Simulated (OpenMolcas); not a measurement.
Si₂ at 2.279 Å: OpenMolcas input and output

Input (each module block was a call of its own in one work directory; start orbitals came from a preliminary run):

```
&GATEWAY
Coord
2
angstrom
Si 0.0 0.0 0.0
Si 0.0 0.0 2.2790
Basis=ANO-RCC-VTZP
Group=XY
RX2C
AMFI
ANGMom
0.0 0.0 0.0
RICD
&SEWARD
&GUESSORB
&RASSCF
FileOrb=$CurrDir/o31.orb
Symmetry=1
Spin=3
nActEl=8 0 0
Inactive=6 4
RAS2=4 4
CIRoot=5 5 1
Linear
Iterations=120 100
OrbListing=Nothing
PRWF=0.15
>>COPY $Project.RasOrb $CurrDir/o31.orb
>>COPY $Project.rasscf.h5 $CurrDir/r31.h5
&CASPT2
XMultistate=all
Imaginary=0.2
IPEA=0.25
MaxIter=40
>>COPY $Project.JobMix JOB001
```

```bash
pymolcas m.inp
```

RASSCF and CASPT2 output of these blocks, in excerpt:

```
++    Wave function specifications:
      Number of closed shell electrons          20
      Number of electrons in active shells       8
      Number of inactive orbitals               10
      Number of active orbitals                  8
      Number of secondary orbitals              50
      Spin quantum number                      1.0
      State symmetry                             1
++    Orbital specifications:
      Symmetry species                           1   2
                                                 a   b
      Frozen orbitals                            0   0
      Inactive orbitals                          6   4
      Active orbitals                            4   4
      RAS2 orbitals                              4   4
      Secondary orbitals                        26  24
      Number of basis functions                 36  32
      printout of CI-coefficients larger than  0.15 for root  1
      energy=    -579.028076
      conf/sym  1111 2222     Coeff  Weight
            60  0222 00uu  -0.95453 0.91114
      printout of CI-coefficients larger than  0.15 for root  2
      energy=    -578.955261
      conf/sym  1111 2222     Coeff  Weight
           233  0220 u2u0   0.15458 0.02390
           235  0220 2u0u  -0.15458 0.02390
           242  0220 0u2u  -0.57558 0.33129
           245  0220 u0u2   0.57558 0.33129
           744  02uu 0022  -0.34511 0.11910
      printout of CI-coefficients larger than  0.15 for root  3
      energy=    -578.937675
      conf/sym  1111 2222     Coeff  Weight
            56  0222 u0u0  -0.45960 0.21124
            57  0222 0uu0   0.49005 0.24015
            58  0222 u00u   0.49005 0.24015
            59  0222 0u0u   0.45960 0.21124
      printout of CI-coefficients larger than  0.15 for root  4
      energy=    -578.937675
      conf/sym  1111 2222     Coeff  Weight
            56  0222 u0u0   0.49005 0.24015
            57  0222 0uu0   0.45961 0.21124
            58  0222 u00u   0.45961 0.21124
            59  0222 0u0u  -0.49005 0.24015
      printout of CI-coefficients larger than  0.15 for root  5
      energy=    -578.932521
      conf/sym  1111 2222     Coeff  Weight
            56  0222 u0u0  -0.66788 0.44606
            59  0222 0u0u  -0.66788 0.44606
      Natural orbitals and occupation numbers for root  1
      sym 1:   0.037738   1.980326   1.954467   1.949463
      sym 2:   0.061791   0.061791   0.977213   0.977213
      Natural orbitals and occupation numbers for root  2
      sym 1:   0.018417   1.976972   1.716457   0.353807
      sym 2:   0.538675   0.538675   1.428498   1.428498
      Natural orbitals and occupation numbers for root  3
      sym 1:   0.023817   1.978985   1.948532   1.879128
      sym 2:   0.522871   0.522871   0.561898   0.561898
      Natural orbitals and occupation numbers for root  4
      sym 1:   0.023817   1.978985   1.948532   1.879130
      sym 2:   0.522871   0.522871   0.561897   0.561897
      Natural orbitals and occupation numbers for root  5
      sym 1:   0.027468   1.972371   1.914190   1.900332
      sym 2:   0.520265   0.520265   0.572554   0.572554
      RASSCF energy for state  5                   -578.93252098
::    RASSCF root number  1 Total energy:   -579.02807646
::    RASSCF root number  2 Total energy:   -578.95526129
::    RASSCF root number  3 Total energy:   -578.93767459
::    RASSCF root number  4 Total energy:   -578.93767459
::    RASSCF root number  5 Total energy:   -578.93252098
      Von Neumann Entropy (Root   1) =  1.51034
++    Wave function specifications:
      Number of closed shell electrons          12
      Number of electrons in active shells       8
      Number of inactive orbitals                6
      Number of active orbitals                  8
      Number of secondary orbitals              50
      Spin quantum number                      1.0
      State symmetry                             1
      Number of CSFs                          1168
      Number of CASSCF root(s) available         5
      CASPT2 state passed to geometry opt.       5
      A file JOBMIX will be created
      This is a MULTI-STATE CASSCF reference
      Number of CI roots used                    5
      These are:                                 1   2   3   4   5
      Off-diagonal elements of Heff are computed
  FINAL CASPT2 RESULT:
      Reference energy:        -579.0280764601
      E2 (Non-variational):      -0.1627477530
      Shift correction:          -0.0031560179
      E2 (Variational):          -0.1659037709
      Total energy:            -579.1939802310
      Reference weight:           0.91560
  FINAL CASPT2 RESULT:
      Reference energy:        -578.9552612949
      E2 (Non-variational):      -0.1539213509
      Shift correction:          -0.0037708942
      E2 (Variational):          -0.1576922450
      Total energy:            -579.1129535400
      Reference weight:           0.91246
  FINAL CASPT2 RESULT:
      Reference energy:        -578.9376745941
      E2 (Non-variational):      -0.1580173219
      Shift correction:          -0.0025283274
      E2 (Variational):          -0.1605456493
      Total energy:            -579.0982202434
      Reference weight:           0.92294
  FINAL CASPT2 RESULT:
      Reference energy:        -578.9376745941
      E2 (Non-variational):      -0.1579893698
      Shift correction:          -0.0025209148
      E2 (Variational):          -0.1605102846
      Total energy:            -579.0981848787
      Reference weight:           0.92304
  FINAL CASPT2 RESULT:
      Reference energy:        -578.9325209788
      E2 (Non-variational):      -0.1574089138
      Shift correction:          -0.0024435959
      E2 (Variational):          -0.1598525098
      Total energy:            -579.0923734886
      Reference weight:           0.92385
       Total XMS-CASPT2 energies:
::    XMS-CASPT2 Root  1     Total energy:   -579.19398023
::    XMS-CASPT2 Root  2     Total energy:   -579.11470040
::    XMS-CASPT2 Root  3     Total energy:   -579.09823770
::    XMS-CASPT2 Root  4     Total energy:   -579.09816742
::    XMS-CASPT2 Root  5     Total energy:   -579.09062663
```

g and u states are not told apart. Only roots inside an energy window near the equilibrium distance were included, so the list of states is not complete; labels number the states computed. Each spin and symmetry block has orbitals of its own, averaged over its own roots, so gaps between blocks are less sure than gaps within one and near the minimum can be off by tenths of an eV, in bad cases by more. No Rydberg orbitals are active, so Rydberg states, and σ→σ* states whose orbital the CASSCF left unused, can be missing between those listed. CASPT2 splits the two components of degenerate states numerically, here by up to 74 cm⁻¹. No roots were computed in block 5a (none fell in the window or the block failed), so states of that kind are missing and can lie low or lowest.
